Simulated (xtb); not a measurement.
xtb single point, GFN2-xTB, GBSA implicit dimethyl sulfoxide, on nitrous oxide, N2O (SMILES N#[N+][O-]), charge 0, multiplicity 1.

```
xtb m.xyz --gfn 2 --chrg 0 --uhf 0 --norestart --sp --gbsa dmso

3

N     -1.128093     0.000001    -0.000000
N     -0.022399    -0.000001     0.000000
O      1.128093     0.000001     0.000000
```

It prints:

```

          ...................................................
          :                      SETUP                      :
          :.................................................:
          :  # basis functions                  12          :
          :  # atomic orbitals                  12          :
          :  # shells                            6          :
          :  # electrons                        16          :
          :  max. iterations                   250          :
          :  Hamiltonian                  GFN2-xTB          :
          :  restarted?                      false          :
          :  GBSA solvation                   true          :
          :  PC potential                    false          :
          :  electronic temp.          300.0000000     K    :
          :  accuracy                    1.0000000          :
          :  -> integral cutoff          0.2500000E+02      :
          :  -> integral neglect         0.1000000E-07      :
          :  -> SCF convergence          0.1000000E-05 Eh   :
          :  -> wf. convergence          0.1000000E-03 e    :
          :  Broyden damping             0.4000000          :
          :  net charge                          0          :
          :  unpaired electrons                  0          :
          ...................................................

 iter      E             dE          RMSdq      gap      omega  full diag
   1     -9.8963549 -0.989635E+01  0.917E+00    7.69       0.0  T
   2     -9.9575840 -0.612291E-01  0.374E+00    6.54       1.0  T
   3     -9.9592147 -0.163071E-02  0.142E+00    6.29       1.0  T
   4     -9.9599392 -0.724516E-03  0.115E+00    6.29       1.0  T
   5     -9.9607361 -0.796839E-03  0.166E-01    6.26       1.0  T
   6     -9.9607483 -0.122140E-04  0.364E-02    6.25       1.6  T
   7     -9.9607500 -0.173329E-05  0.802E-03    6.26       7.2  T
   8     -9.9607501 -0.237612E-07  0.393E-03    6.26      14.7  T
   9     -9.9607501 -0.354280E-07  0.568E-04    6.26     101.6  T
  10     -9.9607501 -0.228475E-09  0.399E-05    6.26    1446.7  T

   *** convergence criteria satisfied after 10 iterations ***

         #    Occupation            Energy/Eh            Energy/eV
      -------------------------------------------------------------
         1        2.0000           -0.8050834             -21.9074
         2        2.0000           -0.7399363             -20.1347
         3        2.0000           -0.6604011             -17.9704
         4        2.0000           -0.6604011             -17.9704
         5        2.0000           -0.6350105             -17.2795
         6        2.0000           -0.5081405             -13.8272
         7        2.0000           -0.4847460             -13.1906
         8        2.0000           -0.4847460             -13.1906 (HOMO)
         9                         -0.2547762              -6.9328 (LUMO)
        10                         -0.2547762              -6.9328
        11                          0.1660638               4.5188
        12                          1.1609029              31.5898
      -------------------------------------------------------------
                  HL-Gap            0.2299698 Eh            6.2578 eV
             Fermi-level           -0.3697611 Eh          -10.0617 eV


         :::::::::::::::::::::::::::::::::::::::::::::::::::::
         ::                     SUMMARY                     ::
         :::::::::::::::::::::::::::::::::::::::::::::::::::::
         :: total energy              -9.848439628366 Eh    ::
         :: total w/o Gsasa/hb        -9.846108484780 Eh    ::
         :: gradient norm              0.003413817142 Eh/a0 ::
         :: HOMO-LUMO gap              6.257797446584 eV    ::
         ::.................................................::
         :: SCC energy                -9.960750091199 Eh    ::
         :: -> isotropic ES            0.022142851458 Eh    ::
         :: -> anisotropic ES          0.006619972931 Eh    ::
         :: -> anisotropic XC          0.013064457368 Eh    ::
         :: -> dispersion             -0.000715397236 Eh    ::
         :: -> Gsolv                  -0.003550633196 Eh    ::
         ::    -> Gelec               -0.001219489610 Eh    ::
         ::    -> Gsasa               -0.007492881732 Eh    ::
         ::    -> Ghb                  0.000000000000 Eh    ::
         ::    -> Gshift               0.005161738145 Eh    ::
         :: repulsion energy           0.112310462833 Eh    ::
         :: add. restraining           0.000000000000 Eh    ::
         :: total charge              -0.000000000000 e     ::
         :::::::::::::::::::::::::::::::::::::::::::::::::::::

           -------------------------------------------------
          |                Property Printout                |
           -------------------------------------------------

    * Orbital Energies and Occupations

         #    Occupation            Energy/Eh            Energy/eV
      -------------------------------------------------------------
         1        2.0000           -0.8050834             -21.9074
         2        2.0000           -0.7399363             -20.1347
         3        2.0000           -0.6604011             -17.9704
         4        2.0000           -0.6604011             -17.9704
         5        2.0000           -0.6350105             -17.2795
         6        2.0000           -0.5081405             -13.8272
         7        2.0000           -0.4847460             -13.1906
         8        2.0000           -0.4847460             -13.1906 (HOMO)
         9                         -0.2547762              -6.9328 (LUMO)
        10                         -0.2547762              -6.9328
        11                          0.1660638               4.5188
        12                          1.1609029              31.5898
      -------------------------------------------------------------
                  HL-Gap            0.2299698 Eh            6.2578 eV
             Fermi-level           -0.3697611 Eh          -10.0617 eV

     #   Z          covCN         q      C6AA      α(0)
     1   7 N        0.983    -0.225    25.504     7.264
     2   7 N        1.904     0.509    14.372     5.621
     3   8 O        0.926    -0.284    19.462     5.916

 Mol. C6AA /au·bohr⁶  :        175.377431
 Mol. C8AA /au·bohr⁸  :       3757.643966
 Mol. α(0) /au        :         18.800853

Wiberg/Mayer (AO) data.
largest (>0.10) Wiberg bond orders for each atom

 ---------------------------------------------------------------------------
     #   Z sym  total        # sym  WBO       # sym  WBO       # sym  WBO
 ---------------------------------------------------------------------------
     1   7 N    2.959 --     2 N    2.314     3 O    0.645
     2   7 N    3.893 --     1 N    2.314     3 O    1.579
     3   8 O    2.224 --     2 N    1.579     1 N    0.645
 ---------------------------------------------------------------------------


molecular dipole:
                 x           y           z       tot (Debye)
 q only:       -0.147      -0.000       0.000
   full:        0.064      -0.000      -0.000       0.163
molecular quadrupole (traceless):
                xx          xy          yy          xz          yz          zz
 q only:       -2.310      -0.000       1.155       0.000       0.000       1.155
  q+dip:       -3.841      -0.000       1.921       0.000      -0.000       1.921
   full:       -4.734      -0.000       2.367       0.000      -0.000       2.367

           -------------------------------------------------
          | TOTAL ENERGY               -9.848439628366 Eh   |
          | GRADIENT NORM               0.003413817142 Eh/α |
          | HOMO-LUMO GAP               6.257797446584 eV   |
           -------------------------------------------------
```

The total energy is -267.99 eV, -0.10 eV from the same level's vacuum run.
